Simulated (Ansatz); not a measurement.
Input file:

```yaml
crystal:
  periodic: [false, false, false]
  atoms:
    - {symbol: O, position_ang: [0.000000, 0.000000, 0.000000]}
    - {symbol: Na, position_ang: [0.000000, 0.000000, 5.632000]}
basis:
  gaussian: {orbitals: pcseg-2}
total_charge: 1
magnetization: {spin_polarized: false, initial_magnetization: 2}
correlation: {method: ccsdt_q, electrons: outside_noble_gas}
scf: {lower_state_search: off}
output: {forces: true}
```

```sh
$ ansatz run in.yaml --threads 1 --pin off --events-out ev --progress --plain --max-ram 2393MiB
```

Problem. Roughly how long does this take on 1 thread of Intel Xeon, shared host, and how much host memory?

Solution. 1.8 min wall and 1.2 GiB.

```
these checks for a lower state are left out or cut short: starts, cluster_reference, orbital_swaps, neighbouring_geometries, increment
554 factors; integrals over basis functions are off by at most 2.3e-7 eV
mean field evaluation 1: about -6433.2951 eV, gradient 2.7e1 eV
mean field evaluation 2: about -6433.2999 eV, gradient 2.7e1 eV
mean field evaluation 4: about -6434.6749 eV, gradient 1.8e0 eV
mean field evaluation 8: about -6434.6913 eV, gradient 2.4e-1 eV
mean field evaluation 16: about -6434.6936 eV, gradient 7.9e-1 eV
mean field evaluation 32: about -6434.7240 eV, gradient 2.0e-6 eV
mean field -6434.72402763 eV, -236.4717464028 hartree, gradient 2.1e-6 eV, S^2 2.000000; 1 other end points of the search recorded, 0 dependent functions left out
6 core orbitals not correlated: weight in the atoms' cores, before any rotation towards them, 1.000 or more for the frozen orbitals, at most 0.000 for the correlated occupied ones
reference -6434.72402763 eV, -236.4717464028 hartree; 4, 2 occupied and 39, 41 virtual orbitals, 554 factors
second order -3.80908189 eV of doubles, -0.11592423 eV of singles
cycle   1  -4.28366197 eV  change   -3.6e-1 eV  update   3.3e-2
cycle   2  -4.44560108 eV  change   -1.6e-1 eV  update   1.3e-2
cycle   3  -4.46804315 eV  change   -2.2e-2 eV  update   5.2e-3
cycle   4  -4.46068150 eV  change    7.4e-3 eV  update   2.3e-3
...
cycle  19  -4.46380106 eV  change   -4.1e-9 eV  update   1.7e-6
cycle  20  -4.46380098 eV  change    8.0e-8 eV  update   1.1e-6
cycle  21  -4.46380089 eV  change    9.8e-8 eV  update   7.1e-7
cycle  22  -4.46380088 eV  change    6.8e-9 eV  update   5.3e-7
cycle  23  -4.46380089 eV  change   -7.4e-9 eV  update   3.4e-7
cycle  24  -4.46380087 eV  change    1.4e-8 eV  update   2.2e-7
cycle  25  -4.46380088 eV  change   -6.4e-9 eV  update   1.6e-7
cycle  26  -4.46380089 eV  change   -7.6e-9 eV  update   5.0e-8
cycle  27  -4.46380088 eV  change    4.3e-9 eV  update   2.1e-8
cycle  28  -4.46380089 eV  change   -4.7e-9 eV  update   1.5e-8
perturbative correction -0.00170176 eV, -0.0000625385 hartree
the calculation of the forces begins
Total energy: -6439.18953028 eV, -236.6358505983 hartree
Atom 0 at     0.000000     0.000000     0.000000 Å, force    -0.000000    -0.000000     0.015535 eV/Å
Atom 1 at     0.000000     0.000000     5.632000 Å, force    -0.000000    -0.000000    -0.015535 eV/Å
Dipole moment:     0.000000     0.000000     2.354378 e Å
Checks for a lower state left out: starts, cluster_reference, orbital_swaps, neighbouring_geometries, increment
```

Forces (eV/Å):
```
O    0.000  0.000  0.016
Na   0.000  0.000 -0.016
```
